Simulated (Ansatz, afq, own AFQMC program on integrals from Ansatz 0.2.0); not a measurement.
Integrals from Ansatz 0.2.0, then the random walk in our own AFQMC program (afq).

```yaml
crystal:
  periodic: [false, false, false]
  atoms:
    - {symbol: Ge, position_ang: [0.000000, 0.000000, 0.282333]}
    - {symbol: B, position_ang: [0.000000, 0.000000, -1.691224]}
    - {symbol: H, position_ang: [0.000000, 1.255258, 1.166980]}
    - {symbol: H, position_ang: [0.000000, -1.255258, 1.166980]}
    - {symbol: H, position_ang: [0.000000, 1.042369, -2.270633]}
    - {symbol: H, position_ang: [0.000000, -1.042369, -2.270633]}
basis:
  gaussian: {orbitals: 6-31G}
magnetization: {spin_polarized: true, initial_magnetization: 1}
correlation: {method: ccsd_t, electrons: outside_noble_gas, hamiltonian_folder: ham}
```

```sh
$ ansatz run in.yaml --threads 1 --pin off --events-out ev --progress --plain --max-ram 24576MiB --backend cuda --devices 0, --max-vram 18GiB
```

afq runs on the folder ham with

```
--method phaseless --trial hf --walkers 4000 --populations 20 --least-time 40 --time-step 0.005 --steps-per-block 20 --equilibration-blocks 112 --max-blocks 4000 --target-error 0.001 --factor-cut 1e-05 --start spin_pure --seed 5620 --taylor-order 6
```

Times are imaginary, in 1/Eh. The walk had a cap of 49 s. With eight or more populations the least sampling time is a fifth of least-time, and the error comes from their spread. Filled inner d shells are frozen with the cores.

Output of the walk:

```
orbitals 31  electrons 6 5  factors 260 of 504
reference energy -2101.95918353 Eh
CCSD correlation -0.12937841 Eh in 10 cycles, weight of the determinant in the CISD state 0.9110
energy of the start -2101.959365 Eh
 block  time / (1/Eh)  mean weight  energy / Eh
     1     0.100  1.0003  -2101.980107
     2     0.200  1.0008  -2101.996604
     3     0.300  1.0008  -2102.010261
     4     0.400  1.0009  -2102.022441
     5     0.500  1.0007  -2102.032119
     7     0.700  1.0004  -2102.046411
     9     0.900  1.0003  -2102.056968
    13     1.300  1.0003  -2102.071371
    21     2.100  0.9999  -2102.081170
    25     2.500  0.9999  -2102.084812
    29     2.900  1.0000  -2102.086855
    37     3.700  0.9999  -2102.090402
    45     4.500  1.0000  -2102.091457
    53     5.300  1.0001  -2102.088187
    61     6.100  1.0000  -2102.088006
    69     6.900  1.0001  -2102.090952
    77     7.700  0.9999  -2102.095492
    85     8.500  0.9999  -2102.094136
    93     9.300  0.9998  -2102.093247
   101    10.100  0.9998  -2102.091251
   109    10.900  1.0001  -2102.095753
   117    11.700  1.0000  -2102.092494
   125    12.500  1.0000  -2102.092864
   133    13.300  1.0002  -2102.093931
   141    14.100  0.9997  -2102.092603
   149    14.900  1.0000  -2102.093311
   157    15.700  0.9998  -2102.091057
   165    16.500  1.0000  -2102.091913
   173    17.300  1.0000  -2102.090139
   181    18.100  1.0002  -2102.093046
   189    18.900  1.0000  -2102.091431
error from the spread of 20 populations
energy -2102.092256 +/- 0.000822 Eh
(rows thinned)
```

The run passed its tests (sampling time, drift between the halves within three errors, error under three times the target), which doesn't prove that it has relaxed.

Against this walk (error 22.4 meV) on the same determinant: CCSD(T) 26.8 meV higher (within the noise), the released energy of a separate walk with a CISD trial 5.0 ± 22.4 meV higher (within the noise), a separate phaseless walk with a CISD trial and standard settings 12.8 ± 22.5 meV higher (within the noise). The error is statistical and leaves out the bias of the constraint.

Cautions: constraint bias not in the error; no relativity below Rb; no spin-orbit coupling; inner d shell frozen.

The walk took 24 s on 1 × NVIDIA H100 80GB HBM3 with 2 threads of AMD EPYC 7R13 Processor (Zen 3), with other jobs on the host (the card was shared). The log's last line is the phaseless energy.

A walk keeps the symmetry of its determinant, which the program's search chose and which needn't be the lowest solution, so a lower state of the same spin and another symmetry isn't excluded.
